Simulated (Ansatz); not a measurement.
**Swapping H for CH3 on N: the atomisation energy**

On one N centre, n of the H ligands are replaced by CH3. The atomisation energy (no zero-point term) y in kJ/mol at CCSD(T)/CBS estimate. Shapes, held fixed at every level: PBE0-D4/def2-TZVP. Programs: Ansatz 0.2.0.

| molecule | n | y (kJ/mol) |
| --- | --- | --- |
| NH3 | 0 | 1250 |
| CH5N | 1 | ? |
| C2H7N | 2 | 3641 |
| C3H9N | 3 | 4857 |

Q: Fit y = c + s·n to the known rows and predict CH5N.

A: 
1. Means of the 3 rows: n = 1.66667, y = 3249.3.
2. Σ(Δn)² = 4.6667, Σ(Δn·Δy) = 5606.3, so the slope is 5606.3/4.6667 = 1201.3.
3. Intercept: 3249.3 − (1201.3) × 1.66667 = 1247.1. The largest residual of the fit is 8.7.
4. CH5N: 1247.1 + (1201.3) × 1 = 2448 kJ/mol.

The run gave 2437 kJ/mol, so the prediction is off by +11 kJ/mol, about the scatter of the fit. The steps per swap are +1187, +1204, +1216 kJ/mol. The slope is the difference between a N–CH3 and a N–H bond with the ligands’ own bonds. Other levels give for CH5N: HF/def2-TZVPP 1740; r2SCAN-D4/def2-TZVPP 2422; B3LYP-D4/def2-TZVPP 2451 kJ/mol. The CBS estimate extrapolates MP2 from def2-TZVPP and def2-QZVPP and adds CCSD(T) − MP2 in the triple-zeta set, cores frozen.
